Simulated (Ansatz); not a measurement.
`C[NH2+][AlH3-]` → `[CH2]` (triplet) + `[NH3+][AlH3-]` at 600 K and 1 bar (formal loss of a carbene).

Isolated molecules relaxed with PBE0-D4/def2-TZVP in Ansatz; ΔE leaves out vibrations. CCSD(T)/CBS adds triple-zeta CCSD(T) − MP2 to the extrapolated MP2 energy (def2 sets, frozen cores). This one scheme is used for every species. Triplets are unrestricted, without spin–orbit coupling.

| species | CCSD(T)/CBS energy (Eh) | H − E (kJ/mol) | S (J/(mol·K)) |
| --- | --- | --- | --- |
| `C[NH2+][AlH3-]` | -339.58642 | 286.2 | 393.6 |
| `[CH2]` (triplet) | -39.09499 | 66.5 | 220.8 |
| `[NH3+][AlH3-]` | -300.33672 | 199.2 | 335.8 |

H − E and S are ideal-gas, rigid-rotor, harmonic terms from PBE0-D4/def2-TZVP, with the whole ground term of open shells counted as degenerate. 1 Eh = 2625.50 kJ/mol, R = 8.31446 J/(mol·K).

Q: By hand: ΔE, ΔH, ΔS and ΔG.

A: ΔE = (-39.09499) + (-300.33672) − (-339.58642) = 0.15471 Eh = 406.2 kJ/mol. Δ(H − E) = 66.5 + 199.2 − 286.2 = -20.5, so ΔH = 385.7 kJ/mol. ΔS = 220.8 + 335.8 − 393.6 = 163.0 J/(mol·K). ΔG = 385.7 − 600 × (163.0)/1000 = 287.9 kJ/mol.

Q: By hand: the equilibrium constant, and the temperature at which ΔG would vanish if ΔH and ΔS stayed fixed.

A: log₁₀ K = −ΔG/(RT ln 10) = -25.1. ΔG = 0 at ΔH/ΔS = 2366 K.

The number of gas molecules changes by +1, which sets the sign of ΔS. A doubt of 5 kJ/mol in ΔE shifts log₁₀ K by 0.4 here. A triplet takes part, so the spin changes. These are equilibria of isolated gas molecules and say nothing of rates. Largest T1 diagnostic: 0.011 (customary marks: 0.02 for closed shells, 0.045 for open ones).
